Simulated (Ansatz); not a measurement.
[H···H···Si], triplet along the distance H1-H2

Starting geometry:

```yaml
atoms:
  - { symbol: H, position_ang: [0.0000, 0.0000, -1.1670] }
  - { symbol: H, position_ang: [0.0000, 0.0000, -0.4220] }
  - { symbol: Si, position_ang: [0.0000, 0.0000, 1.5890] }
```

From there H2 is moved from one fragment to the other while all else, the fragments' distance too, stays fixed; atoms are numbered as listed. Energies are in eV, counted from the starting geometry at the same level.

Basis cc-pVDZ; Ansatz 0.2.0. Only valence electrons are correlated (noble-gas cores frozen). Active spaces: valence = (6e, 6o) chosen from the atoms' valence shells.

Runs in a small pair space aren't shown, since their orbitals change along the scan. The reference follows the lowest state, whose symmetry changes along the scan.

Full CI is exact within this basis and frozen core; it isn't the basis-set limit.

| distance H1-H2 (Å) | NEVPT2 (valence space) |
| --- | --- |
| 0.693 | 0.076 |
| 0.745 | 0.000 |
| 0.827 | 0.083 |
| 0.908 | 0.319 |
| 0.990 | 0.642 |
| 1.071 | 1.001 |
| 1.153 | 1.348 |
| 1.234 | 1.495 |
| 1.316 | 1.678 |

Question: Estimate the full CI curve in cc-pVDZ from this one, knowing how NEVPT2 (valence space) errs.

Answer: The computed full CI values, in eV from the starting point, and the error of NEVPT2 (valence space) against them:
| distance H1-H2 (Å) | full CI | NEVPT2 (valence space) less full CI |
| --- | --- | --- |
| 0.693 | 0.071 | 0.005 |
| 0.745 | 0.000 | 0.000 |
| 0.827 | 0.094 | -0.011 |
| 0.908 | 0.343 | -0.025 |
| 0.990 | 0.685 | -0.043 |
| 1.071 | 1.068 | -0.067 |
| 1.153 | 1.370 | -0.022 |
| 1.234 | 1.517 | -0.022 |
| 1.316 | 1.696 | -0.018 |

The error spans 0.072 eV and is largest, -0.067 eV, at 1.071 Å.
